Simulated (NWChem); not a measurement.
**SiH2F2 (SiF2H2): G96LYP/def2-SVPD (density fitting with weigend coulomb fitting)**

What is the vertical ionisation energy of SiH2F2 (SiF2H2) at G96LYP/def2-SVPD (density fitting with weigend coulomb fitting)? 

Program for the calculation: NWChem 7.3.0.

2 further runs of the same task are left out: 1 that didn't finish, 1 set aside as unsound or not needed.

## 1. The system as given

SiH2F2 has 5 atoms, charge 0, and is taken as a singlet. SMILES: `[H][Si]([H])(F)F`. The coordinates come from a GFN2-xTB relaxation.

Bond lengths: Si1–F2 1.594 Å, Si1–F3 1.594 Å, Si1–H4 1.442 Å, Si1–H5 1.443 Å. Angles: F2–Si1–F3 103.0°, F2–Si1–H4 107.9°, F2–Si1–H5 107.9°, F3–Si1–H4 107.9°, F3–Si1–H5 108.0°, H4–Si1–H5 120.8°.

## 2. A single-point energy at G96LYP/def2-SVPD (density fitting with weigend coulomb fitting)

Contents of test.nw:

```
start test
memory stack 880 mb heap 220 mb global 1100 mb

geometry units atomic noautosym nocenter noautoz
   Si  -0.17264538   0.00105825  -0.12149049
   F    0.01746107  -0.03560244   2.88466693
   F    2.71368451   0.02008779  -0.98216626
   H   -1.28527833   2.37689752  -0.86084584
   H   -1.27318408  -2.36244111  -0.92014544
end

basis spherical
   * library def2-SVPD
end

basis "cd basis" spherical
   * library "weigend coulomb fitting"
end

dft
   xc gill96 lyp
   grid fine
   mulliken
end

task dft energy
```

The run is started by

```
$ nwchem test.nw > test.out
```

What it wrote:

```text
[...]
          Wavefunction type:  closed shell.
          No. of atoms     :     5
          No. of electrons :    34
[...]
          Charge           :     0
          Spin multiplicity:     1
[...]
          AO basis - number of functions:    86
[...]
              XC Information
              --------------
                   Gill 1996   Exchange Functional  1.000
              Lee-Yang-Parr Correlation Functional  1.000
[...]
 d= 0,ls=0.0,diis     1   -490.1598990721 -6.09D+02  2.40D-02  7.40D-01     0.9
[...]
 d= 0,ls=0.0,diis     8   -490.2446143700  5.53D-08  5.74D-06  8.90D-07     3.8
         Total DFT energy =     -490.244614369963
      One electron energy =     -917.486503337127
           Coulomb energy =      350.801640628235
    Exchange-Corr. energy =      -42.636450143968
 Nuclear repulsion energy =      119.076698482897
[...]
      Total Density - Mulliken Population Analysis
     ---------------------------------------------
    Atom       Charge   Shell Charges
 -----------   ------   -------------------------------------------------------
    1 Si  14    13.00   2.00  1.98  1.04 -0.16  0.06  5.92  1.19  0.54  0.41  0.02
    2 F    9     9.54   1.99  1.14  0.77  0.15  3.37  1.93  0.18  0.00  0.01
    3 F    9     9.54   1.99  1.14  0.77  0.15  3.37  1.93  0.18  0.00  0.01
    4 H    1     0.96   0.77  0.17  0.01  0.01
    5 H    1     0.96   0.77  0.17  0.01  0.01
[...]
```

Wall time 4.5 s (1 thread of AMD EPYC 7B13 (Zen 3), shared host); peak memory 0.12 GiB.

## 3. The doublet cation at the same level

Contents of f2h2si.xyz:

```xyz
5
SiF2H2
Si    -0.091360     0.000560    -0.064290
F      0.009240    -0.018840     1.526500
F      1.436020     0.010630    -0.519740
H     -0.680140     1.257800    -0.455540
H     -0.673740    -1.250150    -0.486920
```

Contents of f2h2si.nw:

```
START f2h2si
TITLE "SiF2H2"
memory stack 880 mb heap 220 mb global 1100 mb
charge 1
GEOMETRY units angstroms noautosym nocenter noautoz
 load f2h2si.xyz
END
BASIS "ao basis" spherical
 Si library def2-SVPD
 F library def2-SVPD
 H library def2-SVPD
END
BASIS "cd basis" spherical
 Si library "weigend coulomb fitting"
 F library "weigend coulomb fitting"
 H library "weigend coulomb fitting"
END
DFT
 xc gill96 lyp
 mult 2
 grid fine
 maxiter 150
 mulliken
END
TASK dft energy
```

The run is started by

```
$ nwchem f2h2si.nw > f2h2si.out
```

What it wrote:

```text
[...]
          Wavefunction type:  spin polarized.
          No. of atoms     :     5
          No. of electrons :    33
[...]
          Charge           :     1
          Spin multiplicity:     2
[...]
          AO basis - number of functions:    86
[...]
              XC Information
              --------------
                   Gill 1996   Exchange Functional  1.000
              Lee-Yang-Parr Correlation Functional  1.000
[...]
 d= 0,ls=0.0,diis     1   -489.4824130800 -6.09D+02  2.73D-02  7.61D-01     1.2
[...]
 d= 0,ls=0.0,diis    10   -489.7934569221 -1.23D-07  2.28D-06  3.01D-07     7.8
[...]
         Total DFT energy =     -489.793456922146
      One electron energy =     -907.570838043765
           Coulomb energy =      340.961133975709
    Exchange-Corr. energy =      -42.260459945562
 Nuclear repulsion energy =      119.076707091472
[...]
      Total Density - Mulliken Population Analysis
     ---------------------------------------------
    Atom       Charge   Shell Charges
 -----------   ------   -------------------------------------------------------
    1 Si  14    12.68   2.00  1.98  1.10 -0.31  0.05  5.92  1.17  0.39  0.38  0.00
    2 F    9     9.37   1.99  1.16  0.76  0.14  3.33  1.83  0.14  0.01  0.02
    3 F    9     9.37   1.99  1.16  0.76  0.14  3.33  1.83  0.14  0.01  0.02
    4 H    1     0.79   0.68  0.09  0.01  0.00
    5 H    1     0.79   0.68  0.09  0.01  0.01
[...]
      <S2> =      0.7548 (Exact =     0.7500)
[...]
```

Run time: 8.7 s. Hardware: 1 thread of AMD EPYC 7B13 (Zen 3), shared host; peak memory 0.12 GiB.

## 4. Summary of results

At G96LYP/def2-SVPD (density fitting with weigend coulomb fitting):

```
                                          quantity          value
                      singlet SiH2F2: total energy  -490.24461 Eh
                     singlet SiH2F2: dipole moment         1.96 D
                       singlet SiH2F2: HOMO energy       -8.54 eV
                       singlet SiH2F2: LUMO energy       -0.55 eV
                     singlet SiH2F2: HOMO–LUMO gap        7.99 eV
                      doublet cation: total energy  -489.79346 Eh
doublet cation: HOMO energy (highest over α and β)      -17.15 eV
 doublet cation: LUMO energy (lowest over α and β)      -16.03 eV
                              doublet cation: ⟨S²⟩          0.755
vertical ionisation energy (to the doublet cation)      12.277 eV
```

In words: Removing an electron at fixed nuclei costs 12.28 eV (283 kcal/mol). −ε(HOMO) before ionisation, 8.54 eV, is 3.74 eV below this ionisation energy.
